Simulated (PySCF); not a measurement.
C$_{2}$H$_{2}$, charge +1, doublet, at a GFN2-xTB geometry of the parent state (a state made from the parent by changing its charge; the spin is typed, not shown lowest); MP2/def2-SV(P) in PySCF.

Here is a job for PySCF.
```python
from pyscf import gto, scf, mp

mol = gto.M(
    atom='''
C    -0.562046    0.174934   -0.262165
C     0.634860   -0.027045    0.107002
H    -1.598383   -0.210799    0.039867
H     1.161498   -0.676533    0.891111
''',
    basis='def2-sv(p)',
    charge=1,
    spin=1,
    verbose=5,
)

mf = scf.UHF(mol)
mf.kernel()

pt = mp.MP2(mf)
pt.kernel()
print('E(MP2) = %.10f' % pt.e_tot)
mf.analyze()
```

What the program printed (banner, timings and long lists left out):

```
PySCF version 2.14.0

[INPUT] verbose = 5
[INPUT] max_memory = 4000
[INPUT] num. atoms = 4
[INPUT] num. electrons = 13
[INPUT] charge = 1
[INPUT] spin (= nelec alpha-beta = 2S) = 1
[INPUT] symmetry False subgroup None
[INPUT] Mole.unit = angstrom
[INPUT] Symbol           X                Y                Z      unit          X                Y                Z       unit  Magmom
[...]
[INPUT] ---------------- BASIS SET ----------------
[INPUT] l, kappa, [nprim/nctr], expnt,             c_1 c_2 ...
[INPUT] C
[...]
                                186.29004992      0.040638409211
                                42.251176346      0.18025593888
                                11.676557932      0.46315121755
                                3.5930506482      0.44087173314
[...]
                                2.0103545142      0.21117025112
                                0.54771004707     0.51328172114
[...]
[INPUT] H
[...]
                                1.9622572         0.13796524
                                0.44453796        0.47831935
[...]
nuclear repulsion = 23.5685257861776
number of shells = 16
number of NR pGTOs = 56
number of NR cGTOs = 32
basis = def2-sv(p)
ecp = {}

******** <class 'pyscf.scf.uhf.UHF'> ********
method = UHF
initial guess = minao
damping factor = 0
level_shift factor = 0
DIIS = <class 'pyscf.scf.diis.CDIIS'>
diis_start_cycle = 1
diis_space = 8
diis_damp = 0
SCF conv_tol = 1e-09
SCF conv_tol_grad = None
SCF max_cycles = 50
direct_scf = True
direct_scf_tol = 1e-13
number electrons alpha = 7  beta = 6
Set gradient conv threshold to 3.16228e-05
E1 = -148.69122345490825  E2 = 48.455647263364995  Ecoul = 59.294548415355074  Exc = -10.838901151990079
init E= -76.6670504053656
cond(S) = 968.2032682297289

  alpha mo_energy =
[-11.29464036 -11.29001524  -1.29098742  -0.71950522  -0.50925833
  -0.27818368  -0.25796632  -0.04343337   0.09900615   0.18407778
   0.22475265   0.46349797   0.48278572   0.61771734   0.6554541
   0.68868294   0.69350251   0.77182875   0.82495489   0.83375777
   0.97783633   1.11760247   1.70648931   1.77375272   1.77867927
   2.0196885    2.13880653   2.23271232   2.33791404   2.70724894
   2.88875698   3.09837986]
  beta  mo_energy =
[-11.29464036 -11.29001524  -1.29098742  -0.71950522  -0.50925833
  -0.27818368  -0.25796632  -0.04343337   0.09900615   0.18407778
   0.22475265   0.46349797   0.48278572   0.61771734   0.6554541
   0.68868294   0.69350251   0.77182875   0.82495489   0.83375777
   0.97783633   1.11760247   1.70648931   1.77375272   1.77867927
   2.0196885    2.13880653   2.23271232   2.33791404   2.70724894
   2.88875698   3.09837986]
multiplicity <S^2> = 0.75  2S+1 = 2
E1 = -142.75552609767186  E2 = 42.92925659845552  Ecoul = 53.303133023745694  Exc = -10.373876425290177
cycle= 1 E= -76.2577437130387  delta_E= 0.409  |g|= 0.301  |ddm|= 1.32
  alpha mo_energy =
[-11.83453646 -11.83204497  -1.50824409  -1.1140716   -1.02928912
  -0.85660118  -0.82942243  -0.34151049  -0.20983462  -0.06249783
  -0.02208007   0.13964135   0.1856039    0.27142598   0.32028097
   0.36165423   0.37038971   0.44085528   0.50606859   0.5233693
   0.67175128   0.72600135   1.28943501   1.3305383    1.34617369
   1.60870032   1.72492516   1.81841127   1.91949601   2.29964525
   2.46078167   2.6698338 ]
  beta  mo_energy =
[-1.18249711e+01 -1.18231038e+01 -1.42568357e+00 -1.07391608e+00
 -1.00899203e+00 -8.10673495e-01 -4.00603778e-01 -2.42450311e-01
 -1.93651961e-01 -5.35189340e-02 -6.79041193e-03  1.60461789e-01
  2.08149303e-01  3.22777269e-01  3.28173510e-01  3.94669333e-01
  4.01061202e-01  4.47913725e-01  5.18235886e-01  5.39411392e-01
  6.78748846e-01  7.59344844e-01  1.30749700e+00  1.39379662e+00
  1.39429243e+00  1.63550269e+00  1.75100143e+00  1.84881733e+00
  1.94894621e+00  2.31765327e+00  2.49197737e+00  2.69110500e+00]
multiplicity <S^2> = 0.75492284  2S+1 = 2.0049168
E1 = -144.5046054087145  E2 = 44.606055873774686  Ecoul = 55.201509018729936  Exc = -10.59545314495525
cycle= 2 E= -76.3300237487622  delta_E= -0.0723  |g|= 0.081  |ddm|= 0.386
  alpha mo_energy =
[-1.16326037e+01 -1.16297928e+01 -1.39319458e+00 -1.05172641e+00
 -9.63697602e-01 -7.82076517e-01 -7.45861184e-01 -2.75711938e-01
 -1.35197146e-01 -3.59915396e-02  5.52236583e-03  1.90545739e-01
  2.29218076e-01  3.17895652e-01  3.77612150e-01  4.10749003e-01
  4.13020828e-01  5.08074451e-01  5.61339082e-01  5.84478383e-01
  7.05745170e-01  8.31225495e-01  1.39516650e+00  1.42585488e+00
  1.44114992e+00  1.70469609e+00  1.81902927e+00  1.91097934e+00
  2.02450731e+00  2.40345483e+00  2.56245636e+00  2.79621566e+00]
  beta  mo_energy =
[-11.62039328 -11.61828244  -1.31181175  -1.01806923  -0.95138018
  -0.72642054  -0.30492935  -0.16838828  -0.11803451  -0.02808491
   0.01746697   0.20625979   0.24746244   0.38026164   0.38541056
   0.44072266   0.4638699    0.51646195   0.57552473   0.60297915
   0.71158954   0.87043696   1.41278079   1.49478764   1.49576962
   1.73494514   1.84822588   1.94452646   2.05679664   2.42262336
   2.59727142   2.81909218]
multiplicity <S^2> = 0.76079524  2S+1 = 2.0107663
E1 = -144.23306658287967  E2 = 44.32910515645122  Ecoul = 54.90225341599711  Exc = -10.573148259545889
cycle= 3 E= -76.3354356402508  delta_E= -0.00541  |g|= 0.0263  |ddm|= 0.106
  alpha mo_energy =
[-1.16457862e+01 -1.16429730e+01 -1.39910532e+00 -1.04915193e+00
 -9.65746186e-01 -7.91263503e-01 -7.51175864e-01 -2.78132921e-01
 -1.37713736e-01 -3.23796830e-02  9.28822673e-03  1.88833645e-01
  2.29720115e-01  3.15249011e-01  3.74322094e-01  4.08729113e-01
  4.12017180e-01  5.04737602e-01  5.62045248e-01  5.88829126e-01
  7.07941006e-01  8.24889365e-01  1.38993986e+00  1.41829737e+00
  1.43429258e+00  1.70219019e+00  1.81284956e+00  1.90486747e+00
  2.01996188e+00  2.39862579e+00  2.55880325e+00  2.79128284e+00]
  beta  mo_energy =
[-11.63221581 -11.63008987  -1.3173285   -1.01994356  -0.96051075
  -0.73058148  -0.30416766  -0.1630015   -0.11852341  -0.02486141
[...]
converged SCF energy = -76.3368534209148  <S^2> = 0.77627256  2S+1 = 2.0261022
E(UMP2) = -76.5491591624943  E_corr = -0.212305741579497
E(SCS-UMP2) = -76.5479068631567  E_corr = -0.211053442241981
E(MP2) = -76.5491591625
Total Energy =                         -76.336853420914764
[...]
1 C 3dxy         0.00600  -0.01708  -0.42472  -0.28915  -0.35170
1 C 3dyz         0.14020   0.01788  -0.08863   0.02211   0.49547
1 C 3dz^2       -0.02203  -0.02714  -0.40805   0.44999   0.09588
1 C 3dxz        -0.02046   0.02856  -0.33555  -0.32136   0.28363
1 C 3dx2-y2      0.00598   0.04863  -0.14725   0.33012  -0.19582
2 H 1s          -0.01230   0.15044  -0.00000   0.00000  -0.01137
2 H 2s          -0.09688  -0.09851   0.00000  -0.00000   0.02108
3 H 1s           0.01230  -0.15044   0.00000  -0.00000  -0.01137
3 H 2s           0.09688   0.09851  -0.00000   0.00000   0.02108
               #26       #27       #28       #29       #30
0 C 1s           0.00050  -0.00000  -0.00030  -0.00100  -0.00000
0 C 2s          -0.01799   0.00000   0.00067  -0.00919  -0.00000
0 C 3s          -0.05787   0.00000  -0.01497   0.10279   0.00000
0 C 2px          0.02919  -0.00063   0.02333  -0.01732  -0.00211
0 C 2py          0.02174   0.00572   0.00324  -0.00139   0.01929
0 C 2pz         -0.02057   0.00516  -0.00076  -0.00056   0.01740
0 C 3px          0.10340  -0.00035   0.08960   0.16338  -0.00201
0 C 3py         -0.02022   0.00323   0.04535  -0.02571   0.01835
0 C 3pz          0.03497   0.00291  -0.03942   0.04833   0.01655
0 C 3dxy        -0.42990   0.14761  -0.11462  -0.16012   0.49751
0 C 3dyz         0.11340  -0.04780   0.68242  -0.06435   0.07872
0 C 3dz^2        0.19647  -0.55205  -0.06666  -0.25858   0.25641
0 C 3dxz         0.39334   0.20521   0.04913   0.30767   0.42134
0 C 3dx2-y2     -0.26905  -0.35913  -0.00740   0.51605   0.04146
1 C 1s           0.00050  -0.00000   0.00030  -0.00100  -0.00000
1 C 2s          -0.01799   0.00000  -0.00067  -0.00919  -0.00000
1 C 3s          -0.05788   0.00000   0.01497   0.10279   0.00000
1 C 2px         -0.00494   0.00063   0.01681   0.01340   0.00211
1 C 2py          0.02750  -0.00572  -0.01001  -0.00657  -0.01929
1 C 2pz         -0.03109  -0.00516   0.01314   0.00891  -0.01740
1 C 3px         -0.10592   0.00035   0.03462  -0.16169   0.00201
1 C 3py          0.01510  -0.00323  -0.06632   0.02915  -0.01835
1 C 3pz         -0.02960  -0.00291   0.07774  -0.05193  -0.01655
1 C 3dxy         0.25274  -0.11412   0.26408  -0.18238   0.50638
1 C 3dyz         0.47484   0.05294  -0.60328  -0.07613   0.07530
1 C 3dz^2       -0.22082   0.56790  -0.02471  -0.24497   0.21845
1 C 3dxz        -0.27472  -0.17666  -0.19541   0.32946   0.43429
1 C 3dx2-y2      0.22314   0.36109   0.11517   0.49999   0.01705
2 H 1s           0.06033  -0.00000   0.01929  -0.01375  -0.00000
2 H 2s          -0.12345   0.00000  -0.03821   0.03950   0.00000
3 H 1s           0.06033  -0.00000  -0.01929  -0.01375  -0.00000
3 H 2s          -0.12345   0.00000   0.03821   0.03950   0.00000
               #31       #32
0 C 1s          -0.00049   0.00089
0 C 2s          -0.01489  -0.07234
0 C 3s          -0.00998  -0.09067
0 C 2px         -0.01022  -0.08321
0 C 2py          0.01482   0.01275
0 C 2pz         -0.01768  -0.02423
0 C 3px         -0.07041  -0.00006
0 C 3py         -0.02775  -0.00088
0 C 3pz          0.02224   0.00096
0 C 3dxy         0.43733   0.12647
0 C 3dyz         0.10517   0.06151
0 C 3dz^2       -0.20295   0.28151
0 C 3dxz        -0.43508  -0.27823
0 C 3dx2-y2      0.22911  -0.54791
1 C 1s           0.00049  -0.00089
1 C 2s           0.01489   0.07234
1 C 3s           0.00998   0.09067
1 C 2px         -0.02213  -0.08203
1 C 2py         -0.00936   0.01514
1 C 2pz          0.00770  -0.02674
1 C 3px         -0.03438   0.00075
1 C 3py          0.04544   0.00076
1 C 3pz         -0.05456  -0.00075
1 C 3dxy         0.33419  -0.21321
1 C 3dyz         0.30334  -0.10743
1 C 3dz^2       -0.26868  -0.22849
1 C 3dxz        -0.31996   0.36311
1 C 3dx2-y2      0.32717   0.48538
2 H 1s          -0.02045  -0.01031
2 H 2s           0.08429  -0.04602
3 H 1s           0.02045   0.01031
3 H 2s          -0.08429   0.04602

To work with the spin densities directly, `use mulliken_meta_spin()` only printing them here.

 ** Mulliken spin pop alpha/beta on meta-lowdin orthogonal AOs **
 ** Mulliken Spin Density (per AO)  **
spin_pop of  0 C 1s       -0.00000
spin_pop of  0 C 2s        0.07759
spin_pop of  0 C 3s        0.00049
spin_pop of  0 C 2px       0.02850
spin_pop of  0 C 2py       0.19612
spin_pop of  0 C 2pz       0.25829
spin_pop of  0 C 3px      -0.00002
spin_pop of  0 C 3py       0.00011
spin_pop of  0 C 3pz       0.00032
spin_pop of  0 C 3dxy      0.00023
spin_pop of  0 C 3dyz      0.00026
spin_pop of  0 C 3dz^2    -0.00040
spin_pop of  0 C 3dxz      0.00054
spin_pop of  0 C 3dx2-y2   -0.00056
spin_pop of  1 C 1s       -0.00000
spin_pop of  1 C 2s        0.07759
spin_pop of  1 C 3s        0.00049
spin_pop of  1 C 2px       0.27818
spin_pop of  1 C 2py       0.11055
spin_pop of  1 C 2pz       0.09419
spin_pop of  1 C 3px       0.00122
spin_pop of  1 C 3py      -0.00031
spin_pop of  1 C 3pz      -0.00049
spin_pop of  1 C 3dxy     -0.00051
spin_pop of  1 C 3dyz      0.00007
spin_pop of  1 C 3dz^2     0.00038
spin_pop of  1 C 3dxz     -0.00078
spin_pop of  1 C 3dx2-y2    0.00092
spin_pop of  2 H 1s       -0.06024
spin_pop of  2 H 2s       -0.00125
spin_pop of  3 H 1s       -0.06024
spin_pop of  3 H 2s       -0.00125
 ** Mulliken Spin Density (per atom)  **
spin density of  0 C =      0.56148
spin density of  1 C =      0.56149
spin density of  2 H =     -0.06148
spin density of  3 H =     -0.06148
 ** Mulliken pop alpha/beta on meta-lowdin orthogonal AOs **
 ** Mulliken pop       alpha | beta **
[...]
In total             7.00000 | 6.00000
 ** Mulliken atomic charges   ( Nelec_alpha | Nelec_beta ) **
charge of  0C =      0.23081  (     3.16533      2.60386 )
charge of  1C =      0.23081  (     3.16534      2.60385 )
charge of  2H =      0.26919  (     0.33466      0.39615 )
charge of  3H =      0.26919  (     0.33466      0.39615 )

WARN: System has nonzero charge 1; the dipole moment is origin-dependent.
Location of origin: [0. 0. 0.]

Dipole moment(X, Y, Z, Debye): -0.29436, -0.59786,  0.62727
```
